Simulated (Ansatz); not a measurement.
Two structures of CH$_{2}$OS, singlet, reached by relaxing down either side of one saddle point (PBE0-D4/def2-TZVP). Energies are electronic, without zero-point energy. Ansatz 0.2.0; basis: def2-TZVPP and def2-QZVPP; cores frozen in the correlated methods. Extrapolation: Hartree–Fock as exp(−7.88 √X), correlation as X^−2.97. First:

```xyz
5
angstrom
H -0.5017 -1.6338 -0.3540
S 0.6004 -0.9243 -0.6539
C 0.0584 0.5409 0.1724
H 0.8181 1.3389 0.0815
O -0.9753 0.6784 0.7539
```

Second:

H1  (-1.180, -0.812, 0.301)
S2  (1.129, -0.830, -0.889)
C3  (0.295, 0.268, -0.051)
H4  (0.652, 1.279, 0.144)
O5  (-0.897, 0.096, 0.495)
(Å)

Which bonds change from the first to the second?

CH₂OS ([O][CH][SH]) → CH₂OS ([OH][CH][S]); bonds formed: H1–O5; bonds broken: H1–S2.

Give the saddle point's structure and its height above each. (Judge from chemistry; the value comes from the calculation.)

Computed: 132.2 kJ/mol above the first and 129.6 kJ/mol above the second (CCSD(T) at an estimated basis limit (MP2 extrapolated from triple and quadruple zeta, plus CCSD(T) − MP2 in triple zeta)).
```
atom    x (Å)    y (Å)    z (Å)
  H1  -0.7155  -0.9926  -0.0045
  S2   0.7546  -0.9679  -0.7493
  C3   0.1915   0.3947   0.0494
  H4   0.7099   1.3511   0.1415
  O5  -0.9406   0.2148   0.5628
```

T1 diagnostic: at most 0.023.

Labels in which every atom is bracketed show which atoms are joined, not bond orders.

For scale, one of the runs: CCSD(T)/def2-TZVPP, 132 basis functions, launched by `ansatz run in.yaml --threads 2 --pin off --events-out ev --progress --plain --max-ram 4352MiB`. Hardware: 2 CPU threads of an Arm Neoverse V1, shared host. Wall time 9 s; peak host memory 0.66 GiB.
